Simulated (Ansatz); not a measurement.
bcc K, treated with RPBE (PAW; Ansatz, a first-principles code).

Numerical settings: plane-wave cutoff 520 eV, 16×16×16 k mesh, Fermi–Dirac smearing 0.05 eV, scalar-relativistic PAW data made under PBE.

Computed points:

```json
[
 {"V (Å³/atom)": "75.786", "E − E_lowest (meV/atom)": "2.86", "P (GPa)": "0.207"},
 {"V (Å³/atom)": "77.398", "E − E_lowest (meV/atom)": "1.18", "P (GPa)": "0.129"},
 {"V (Å³/atom)": "79.011", "E − E_lowest (meV/atom)": "0.25", "P (GPa)": "0.058"},
 {"V (Å³/atom)": "80.623", "E − E_lowest (meV/atom)": "0.00", "P (GPa)": "-0.007"},
 {"V (Å³/atom)": "82.236", "E − E_lowest (meV/atom)": "0.37", "P (GPa)": "-0.066"},
 {"V (Å³/atom)": "83.848", "E − E_lowest (meV/atom)": "1.31", "P (GPa)": "-0.120"},
 {"V (Å³/atom)": "85.461", "E − E_lowest (meV/atom)": "2.77", "P (GPa)": "-0.169"}
]
```

### Question
Estimate the bulk modulus from the pressures at 79.011 and 82.236 Å³/atom, and compare it with a fit to all energies.

### Answer
B = −V dP/dV. Between V = 79.011 and 82.236 Å³/atom, dP/dV = (-0.066 − (0.058))/(82.236 − 79.011) = -0.0384 GPa per Å³/atom; at the midpoint 80.624 Å³/atom this gives B ≈ 3.10 GPa. The third-order Birch–Murnaghan fit gives V0 = 80.435 Å³/atom, B0 = 3.11 GPa, B′ = 3.7, which lies within 1 % of that estimate.

Measured, for comparison: bulk modulus 3.75 GPa (corrected for temperature and zero-point phonon effects; as tabulated in Levämäki et al. (2014), arXiv:1402.3671); equilibrium volume per atom 70.79 Å³/atom (low-temperature or extrapolated to 0 K; zero-point anharmonic expansion removed; as tabulated in Csonka et al. (2009), arXiv:0903.4037). Computed (rounded) less measured: bulk modulus -17 %, equilibrium volume per atom +13.6 %.

The computed numbers hold no vibrational or temperature effects.
